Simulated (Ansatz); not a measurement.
Total energies of AlH2(CN) (CH2AlN) from Ansatz at PBE0-D4/def2-TZVP, gas phase (1 Eh = 27.2114 eV = 2625.5 kJ/mol). The reference geometry is relaxed at r2SCAN-D4/def2-TZVP.

| atom | x (Å) | y (Å) | z (Å) |
| --- | --- | --- | --- |
| Al1 | -0.5989 | -0.3100 | 0.2533 |
| H2 | -0.4258 | -1.3351 | 1.4319 |
| H3 | -1.9583 | 0.0989 | -0.4210 |
| C4 | 1.0093 | 0.5244 | -0.4293 |
| N5 | 1.9738 | 1.0217 | -0.8349 |

```json
{"state": "charge 0 singlet", "geometry": "reference", "energy (Eh)": "-336.27737"}
{"state": "charge 1 doublet", "geometry": "reference", "energy (Eh)": "-335.85429"}
{"state": "free Al atom (doublet)", "geometry": "–", "energy (Eh)": "-242.24894"}
{"state": "free H atom (doublet)", "geometry": "–", "energy (Eh)": "-0.50104"}
{"state": "free C atom (triplet)", "geometry": "–", "energy (Eh)": "-37.80537"}
{"state": "free N atom (quartet)", "geometry": "–", "energy (Eh)": "-54.54382"}
```

(1) Work out the vertical ionisation energy to the doublet.

(2) What is the binding energy per atom against free atoms?

(1) E(charge 1 doublet) − E(charge 0 singlet) = -335.85429 − (-336.27737) = 0.42308 Eh = 11.51 eV. For comparison, −ε of the highest occupied level is 9.24 eV at this level, 2.27 eV less.

(2) Atoms: 1 × (-242.24894) + 2 × (-0.50104) + 1 × (-37.80537) + 1 × (-54.54382) = -335.60021 Eh. Binding: -335.60021 − (-336.27737) = 0.67716 Eh = 18.43 eV, or 3.69 eV for each of 5 atoms (no zero-point energy, no counterpoise term).
